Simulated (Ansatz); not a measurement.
**Molecular dynamics, step by step**

CH6AlN, closed shell, PBE0-D4/6-31G (Ansatz 0.2.0). Settings (timestep in fs, temperature in K, friction in 1/fs; T counts 27 degrees of freedom, while the starting velocities carry no drift of the centre of mass, so T starts below the set value):

```yaml
hamiltonian: {xc: pbe0, dispersion: d4}
md: {n_steps: 60, timestep: 0.5, temperature: 200, ensemble: nvt_langevin, seed: 247, friction: 0.05, initial_velocities: maxwell_boltzmann}
```

Start, the saddle point found with PBE0-D4 in triple zeta (not stationary at another level):

Al1  (-0.988, -0.018, -0.694)
H2  (-0.611, -1.344, 0.248)
H3  (-0.822, -0.294, -2.245)
H4  (-2.137, 0.801, 0.035)
N5  (0.623, 0.942, 0.056)
C6  (1.015, -0.229, 0.482)
H7  (0.333, 1.549, 0.818)
H8  (1.139, -0.485, 1.534)
H9  (1.448, -0.921, -0.235)
(Å)

```json
{"step": "0", "time (fs)": "0.00", "potential energy less the start (meV)": "0.0", "kinetic energy (meV)": "206.8", "T (K)": "178"}
{"step": "4", "time (fs)": "2.00", "potential energy less the start (meV)": "6.8", "kinetic energy (meV)": "195.0", "T (K)": "168"}
{"step": "8", "time (fs)": "4.00", "potential energy less the start (meV)": "28.3", "kinetic energy (meV)": "146.2", "T (K)": "126"}
{"step": "12", "time (fs)": "6.00", "potential energy less the start (meV)": "40.9", "kinetic energy (meV)": "167.0", "T (K)": "144"}
{"step": "16", "time (fs)": "8.00", "potential energy less the start (meV)": "52.4", "kinetic energy (meV)": "149.3", "T (K)": "128"}
{"step": "20", "time (fs)": "10.00", "potential energy less the start (meV)": "63.1", "kinetic energy (meV)": "166.2", "T (K)": "143"}
{"step": "24", "time (fs)": "12.00", "potential energy less the start (meV)": "135.8", "kinetic energy (meV)": "133.7", "T (K)": "115"}
{"step": "28", "time (fs)": "14.00", "potential energy less the start (meV)": "188.9", "kinetic energy (meV)": "137.5", "T (K)": "118"}
{"step": "32", "time (fs)": "16.00", "potential energy less the start (meV)": "163.6", "kinetic energy (meV)": "157.0", "T (K)": "135"}
{"step": "36", "time (fs)": "18.00", "potential energy less the start (meV)": "139.9", "kinetic energy (meV)": "179.0", "T (K)": "154"}
{"step": "40", "time (fs)": "20.00", "potential energy less the start (meV)": "100.2", "kinetic energy (meV)": "208.4", "T (K)": "179"}
{"step": "44", "time (fs)": "22.00", "potential energy less the start (meV)": "77.0", "kinetic energy (meV)": "241.0", "T (K)": "207"}
{"step": "48", "time (fs)": "24.00", "potential energy less the start (meV)": "77.0", "kinetic energy (meV)": "235.7", "T (K)": "203"}
{"step": "52", "time (fs)": "26.00", "potential energy less the start (meV)": "39.2", "kinetic energy (meV)": "339.6", "T (K)": "292"}
{"step": "56", "time (fs)": "28.00", "potential energy less the start (meV)": "66.4", "kinetic energy (meV)": "335.6", "T (K)": "288"}
{"step": "60", "time (fs)": "30.00", "potential energy less the start (meV)": "45.6", "kinetic energy (meV)": "377.7", "T (K)": "325"}
```

Step 12, positions (Å) and forces (eV/Å):

```tsv
atom	x	y	z	Fx	Fy	Fz
Al1	-0.978	-0.016	-0.701	-1.170	0.302	-0.815
H2	-0.638	-1.378	0.167	0.024	-0.318	0.244
H3	-0.752	-0.266	-2.308	-0.187	0.107	0.438
H4	-2.170	0.715	0.214	0.474	-0.196	-0.476
N5	0.603	0.961	0.063	0.482	-1.109	0.326
C6	1.022	-0.237	0.497	-0.264	1.424	0.286
H7	0.332	1.636	0.772	0.119	0.055	0.292
H8	1.133	-0.510	1.540	0.125	0.076	0.236
H9	1.403	-0.931	-0.215	0.397	-0.341	-0.530
```

Step 16, positions (Å) and forces (eV/Å):

| atom | x | y | z | Fx | Fy | Fz |
| --- | --- | --- | --- | --- | --- | --- |
| Al1 | -0.981 | -0.010 | -0.703 | -0.729 | -0.101 | -0.676 |
| H2 | -0.621 | -1.414 | 0.160 | -0.051 | -0.012 | 0.101 |
| H3 | -0.722 | -0.276 | -2.296 | -0.225 | 0.133 | 0.358 |
| H4 | -2.139 | 0.685 | 0.223 | 0.209 | -0.044 | -0.341 |
| N5 | 0.601 | 0.965 | 0.072 | 0.607 | -1.143 | 0.300 |
| C6 | 1.030 | -0.237 | 0.500 | -0.798 | 1.886 | 0.736 |
| H7 | 0.352 | 1.675 | 0.760 | 0.132 | -0.259 | 0.267 |
| H8 | 1.113 | -0.533 | 1.544 | 0.234 | 0.173 | 0.097 |
| H9 | 1.389 | -0.923 | -0.216 | 0.622 | -0.635 | -0.844 |

Step 28, positions (Å) and forces (eV/Å):

```csv
atom,x,y,z,Fx,Fy,Fz
Al1,-0.981,0.005,-0.710,0.653,-1.104,-0.755
H2,-0.536,-1.489,0.129,-0.262,0.542,-0.033
H3,-0.638,-0.322,-2.248,-0.267,0.186,0.007
H4,-2.038,0.624,0.216,-0.835,0.476,0.386
N5,0.597,0.958,0.102,0.868,-1.289,-0.414
C6,1.039,-0.232,0.518,-0.020,-0.456,-0.788
H7,0.412,1.668,0.773,-0.366,0.563,1.011
H8,1.084,-0.582,1.571,0.384,0.396,-0.620
H9,1.429,-0.906,-0.296,-0.156,0.686,1.206
```

Last step (60):

Al1  (-0.970, 0.005, -0.731)
H2  (-0.515, -1.360, 0.095)
H3  (-0.823, -0.104, -2.398)
H4  (-2.223, 0.558, 0.173)
N5  (0.584, 0.947, 0.234)
C6  (1.027, -0.271, 0.546)
H7  (0.240, 1.532, 1.012)
H8  (1.181, -0.574, 1.566)
H9  (1.545, -0.922, -0.164)
(Å)

Hardware: 2 CPU threads of an Intel Xeon 6975P-C, shared host. Wall time about 31 s.
